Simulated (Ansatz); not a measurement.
`C[SiH2]P` + `[OH][AlH2]` → `[AlH2][O]P` + `C[SiH3]` at 400 K and 1 bar (cleavage of the P–Si bond).

Gas-phase electronic energies from Ansatz, PBE0-D4/def2-TZVP geometries. CBS: MP2 limit from def2 TZ/QZ plus the TZ coupled-cluster correction, frozen cores. This one scheme is used for every species. One conformer a species, not always the lowest.

```tsv
species	CCSD(T)/CBS energy (Eh)	H − E (kJ/mol)	S (J/(mol·K))
`C[SiH2]P`	-672.28696	216.5	349.4
`[OH][AlH2]`	-319.03157	88.7	271.1
`[AlH2][O]P`	-660.56673	119.2	345.4
`C[SiH3]`	-330.73916	180.9	277.1
```

H − E and S are ideal-gas, rigid-rotor, harmonic terms from PBE0-D4/def2-TZVP, for one conformer and one mirror image of each species. 1 Eh = 2625.50 kJ/mol, R = 8.31446 J/(mol·K).

By hand: ΔE, ΔH, ΔS and ΔG.

ΔE = (-660.56673) + (-330.73916) − (-672.28696) − (-319.03157) = 0.01264 Eh = 33.2 kJ/mol. Δ(H − E) = 119.2 + 180.9 − 216.5 − 88.7 = -5.1, so ΔH = 28.1 kJ/mol. ΔS = 345.4 + 277.1 − 349.4 − 271.1 = 2.0 J/(mol·K). ΔG = 28.1 − 400 × (2.0)/1000 = 27.3 kJ/mol.

By hand: the equilibrium constant, and the temperature at which ΔG would vanish if ΔH and ΔS stayed fixed.

log₁₀ K = −ΔG/(RT ln 10) = -3.6. ΔG = 0 at ΔH/ΔS = 14050 K, far beyond where these terms or the molecules hold.

The number of gas molecules stays the same, so ΔS is small and ΔH decides. A doubt of 5 kJ/mol in ΔE shifts log₁₀ K by 0.7 here. Other conformers and mirror images would add mixing entropy, several J/(mol·K) or more a flexible species. Modes under 60 cm⁻¹, often nearly free rotors, make the harmonic entropy too high. These are equilibria of isolated gas molecules and say nothing of rates. Largest T1 diagnostic: 0.014 (customary marks: 0.02 for closed shells, 0.045 for open ones).
